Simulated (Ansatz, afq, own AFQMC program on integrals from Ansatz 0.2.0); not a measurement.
# GeNH$_{3}$, triplet in cc-pVDZ, levels against CCSDT(Q)

```xyz
5

Ge    0.0000    0.0444    0.3304
N     0.0000   -0.1595   -1.5058
H     0.0000   -1.3184    1.0907
H     0.8260    0.1677   -1.9887
H    -0.8260    0.1677   -1.9887
```

Connectivity, by distances: GeH–NH2.

Basis cc-pVDZ. Only valence electrons are correlated. Integrals, coupled cluster, full CI and functionals: Ansatz 0.2.0; the random walks run on the same integrals in our own AFQMC program. The CISD trial takes its coefficients from CCSD amplitudes. Released means that phaseless walkers are propagated on without the constraint, phases kept. Uncertainties: one standard error, sampling alone. No spin–orbit coupling.

Determinant: UHF, the one that the program's search chose, which needn't be the lowest solution. The geometry is a PBE0/def2-TZVP stationary point of this or a neighbouring charge and spin state.

No full CI on the walks' own integrals is used here; CCSDT(Q) serves as the reference and is uncertain by about the last step of the cluster series.

Cautions: no relativity below Rb; no spin-orbit coupling; inner d shell frozen; another spin lies lower (by 487 meV); the released energies are still falling, so no released level is given (meV from the phaseless value at times in 1/Eh: -8 ± 3 at 0.24, -14 ± 4 at 0.51, -16 ± 3 at 0.99, -17 ± 4 at 1.62, -21 ± 4 at 2.40), though the last usable value meets CCSDT(Q) within the noise.

```
T1 diagnostic                               : 0.0214
weight of the determinant in the CISD state : 0.885
⟨S²⟩ of the determinant                     : 2.012
size of the correlated space                : 12 electrons in 41 orbitals
```

| level | correlation energy (eV) |
| --- | --- |
| MP2 | -6.5465 |
| CCSD | -7.2438 |
| CCSD(T) | -7.4434 |

(1) Estimate where phaseless AFQMC with a CISD trial lies against CCSD(T) on the same integrals.

(1) 0.92 ± 0.15 mEh below CCSD(T).

Reference: CCSDT(Q), correlation energy -7.484 eV.

```
        level  E − E(reference) (mEh)  share of correlation (%)
      CCSD(T)                    1.48                     99.46
        CCSDT                    0.67                     99.76
  ph-AFQMC/HF             0.05 ± 0.99                     99.98
ph-AFQMC/CISD             0.56 ± 0.15                     99.80
```

A walk keeps the symmetry of its determinant, which the program's search chose and which needn't be the lowest solution, so a lower state of the same spin and another symmetry isn't excluded.
